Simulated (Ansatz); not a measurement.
# Redistribution: C2H4Cl2 + C4H9F → C2H4ClF + C4H9Cl

Species: C2H4Cl2 (1,1-dichloroethane) `CC(Cl)Cl`, singlet; C4H9F `CC(C)CF`, singlet; C2H4ClF (1-chloro-1-fluoroethane) `CC(F)Cl`, singlet; C4H9Cl (1-chloro-2-methylpropane) `CC(C)CCl`, singlet. The partners trade Cl for F; both sit on C, so the bond types are kept.

Shapes, held fixed at every level: PBE0-D4/def2-TZVP. Flexible molecules stand in one conformer, not always the lowest. Programs: Ansatz 0.2.0. The zero-point and thermal change to 298 K, harmonic and unscaled (PBE0-D4/def2-TZVP), is -0.2 kJ/mol.

| level | kind | ΔH(298 K) (kJ/mol) | less CCSD(T)/CBS estimate |
| --- | --- | --- | --- |
| r2SCAN-D4/def2-TZVPP | meta-GGA | -22.5 | -3.2 |
| BHLYP-D4/def2-TZVPP | global hybrid | -20.4 | -1.1 |
| B2PLYP/def2-TZVPP | double hybrid | -19.8 | -0.5 |
| MP2/def2-SVP | perturbation theory | -18.4 | +0.9 |
| MP2/def2-TZVPP | perturbation theory | -19.4 | -0.1 |
| CCSD/def2-TZVPP | coupled cluster or CI | -19.8 | -0.5 |
| CCSD(T)/CBS estimate | coupled cluster or CI | -19.3 | 0.0 |

The highest level, CCSD(T)/CBS estimate, gives ΔH(298 K) = -19.3 kJ/mol; the levels span -22.5 to -18.4. The column of differences is taken from that level and isn't an error. No measured value is set beside it here. The CBS estimate extrapolates MP2 from def2-TZVPP and def2-QZVPP and adds CCSD(T) − MP2 in the triple-zeta set, cores frozen.
